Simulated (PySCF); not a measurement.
## Gas-phase XPS of `N#CC1([S-])CC1`, computed

Species: C4H4NS (charge -1).
Cartesian coordinates in Å at the GFN2-xTB level; atoms count from 1:
```
atom  x, y, z in Å
N1     2.7745    0.1364   -0.3389
C2     1.6629    0.1832   -0.0350
C3     0.3280    0.2900    0.4148
S4     0.2831    1.2007    1.9458
C5    -0.7681    0.4111   -0.6257
C6    -0.6126   -0.8668    0.1391
H7    -0.4916    0.4225   -1.6739
H8    -1.5997    1.0544   -0.3750
H9    -0.2288   -1.7368   -0.3816
H10   -1.3388   -1.0900    0.9079
```

The calculation used PySCF, delta-SCF UKS SCAN, pcX-2 on the ionised atom, pcseg-1 elsewhere, spin-free X2C. These are vertical core ionisation energies against the vacuum level, from separate self-consistent calculations with and without the core hole.

Give the core binding energies atom by atom.

| atom(s) | bonded to | level | binding energy (eV) | above the level's lowest (eV) | count |
| --- | --- | --- | --- | --- | --- |
| N1 | C (triple bond) | N 1s | 399.56 | 0.00 | 1 |
| C2 | N (triple bond) and C | C 1s | 287.10 | +0.60 | 1 |
| C3 | S and 3 C | C 1s | 287.30 | +0.80 | 1 |
| S4 | C | S 1s | 2469.51 | 0.00 | 1 |
| C5/C6 | 2 C and 2 H | C 1s | 286.50 | 0.00 | 2 |

The listed C 1s values span 0.80 eV, from C5/C6 (bonded to 2 C and 2 H) to C3 (bonded to S and 3 C). The widest gap between neighbouring values is 0.60 eV, between 286.50 and 287.10 eV.

Which photon wavelength matches the S 1s of S4 threshold?

λ = hc/E = 12398.42 eV Å / 2469.51 eV = 5.021 Å.

Which effective nuclear charge Zeff reproduces each element's mean 1s value in the hydrogen-like formula E = 13.606 eV × Zeff²?

C (Z = 6): mean 286.9 eV, Zeff = 4.59, Z − Zeff = 1.41; N (Z = 7): mean 399.6 eV, Zeff = 5.42, Z − Zeff = 1.58; S (Z = 16): mean 2469.5 eV, Zeff = 13.47, Z − Zeff = 2.53. Means run over the listed sites, weighted by atom count.

The first atom of each set that the bonding makes equivalent was ionised and stands for the set. Not every level is listed. The species carries charge -1, so core ionisation leaves a neutral species. The basis sets have no added diffuse functions. Geometry: GFN2-xTB; no solvent, vibrations or thermal averaging.
